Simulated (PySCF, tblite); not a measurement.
# C3H5NO+ (doublet): geometry, infrared bands and EPR parameters

Aim: predict the infrared bands and EPR parameters of C3H5NO+ (doublet) (`C/N=C/C=[O+]`).

The runs use tblite 0.8.0 and PySCF 2.14.0, with density-fitted response routines of our own; the level of theory stands in each step. All values are computed, except where a source is named. Atoms are numbered from 0 throughout.

## (1) Starting geometry

10 atoms, charge 1, multiplicity 2; geometry from: force field or distance geometry start.

Bonds of the start (Å): C0–N1 1.48, N1–C2 1.28, C2–C3 1.51, C3–O4 1.23, C0–H5 1.09, C0–H6 1.10, C0–H7 1.09, C2–H8 1.10, C3–H9 1.09.

## (2) Relaxing the molecule with GFN2-xTB

The job: settings as JSON, then the geometry in Å.

```
{"job": {"kind": "relax", "xc": "GFN2-xTB", "basis": "xTB"}, "charge": 1, "multiplicity": 2}
C      1.685200    -0.030400     0.148400
N      0.422300    -0.296500    -0.565700
C     -0.618600     0.099000     0.059800
C     -1.967700    -0.116300    -0.581200
O     -2.975100     0.254900     0.010000
H      2.315200     0.593900    -0.482800
H      1.544300     0.489500     1.104200
H      2.204900    -0.965200     0.346000
H     -0.647600     0.613600     1.032700
H     -1.954100    -0.637900    -1.542200
```

Started as:

```sh
$ OMP_NUM_THREADS=1 python probes_run.py task.json out
```

This one command runs all jobs of the session in turn.

**Question.** This job is followed by: GFN2-xTB harmonic vibrations, gas phase; UKS B3LYP, pcH-1 on C H N O, non-relativistic, mean-field spin-orbit, GIAO. What will the session give for the following? strongest single infrared mode (GFN2-xTB); zero-point energy (GFN2-xTB); g(iso) (B3LYP); ⟨S²⟩; largest a(iso) (averaged by class).

As calculated:

```
                                 quantity                  value
strongest single infrared mode (GFN2-xTB)  1822 cm⁻¹, 623 km/mol
             zero-point energy (GFN2-xTB)          45.0 kcal/mol
                           g(iso) (B3LYP)                2.00325
                                     ⟨S²⟩     0.757 (exact 0.75)
       largest a(iso) (averaged by class)    1H on H8, 261.6 MHz
```

What this shows: Relaxing lowered the energy by 0.883 eV in 29 steps; the close pair that moved most is C0–N1, from 1.475 to 1.362 Å. No mode is imaginary among the 24: a minimum at this level. The strongest single mode, at 1822 cm⁻¹, moves mainly C3 and O4. GFN2-xTB is a fitted tight-binding method: band positions and strengths are rough. Its intensities can rank the bands wrongly. N1 carries the largest spin population, 0.64 e. The isotropic g lies 0.9 ppt above the free-electron value.
